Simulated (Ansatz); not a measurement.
## How methods differ on [CF3]+ (SMILES F[C+](F)F)

[CF3]+ has 4 atoms, charge +1, and is taken as a singlet. SMILES: `F[C+](F)F`. The shape was relaxed beforehand at B3LYP/def2-SVP.

```xyz
4

F     0.7014   -0.1151    1.0094
C     0.0000    0.0000    0.0000
F    -0.6119   -0.9772   -0.4411
F    -0.0894    1.0923   -0.5683
```

Quantity: the dissociation energy of the C2–F1 bond into doublet [CF2]+ and doublet F (shapes relaxed at B3LYP/def2-SVP, no zero-point term), in eV. The values are calculated.

```csv
level,kind,program,value (eV),less CCSD(T)/def2-TZVPP,CPU time (all runs)
HF/def2-TZVPP,Hartree–Fock,Ansatz,4.26,-1.76,1.2 s
BLYP/def2-TZVPP,GGA,Ansatz,6.00,-0.02,2.8 s
PBE/def2-TZVPP,GGA,Ansatz,6.31,+0.29,2.7 s
r2SCAN/def2-TZVPP,meta-GGA,Ansatz,6.07,+0.05,5.8 s
B3LYP/def2-TZVPP,global hybrid,Ansatz,5.97,-0.05,3.2 s
RPA@PBE/def2-TZVPP,RPA,Ansatz,5.54,-0.48,5.3 s
MP2/def2-TZVPP,perturbation theory,Ansatz,6.34,+0.32,2 s
CCSD(T)/def2-TZVPP,coupled cluster or CI,Ansatz,6.02,0.00,27 s
```

Differences are taken from CCSD(T)/def2-TZVPP for orientation; it has basis-set and higher-order errors of its own. The values span 4.26 to 6.34 eV. Hartree–Fock misses the correlation of the electron pair that is broken and comes out low. Measured bond enthalpies also hold zero-point and thermal terms, a few tenths of an eV less. In so small a basis fixed costs decide the times, and correlated methods can beat functionals. Times are those of the runs behind each value, whatever else they computed, on shared processors of several kinds: orders of magnitude only.
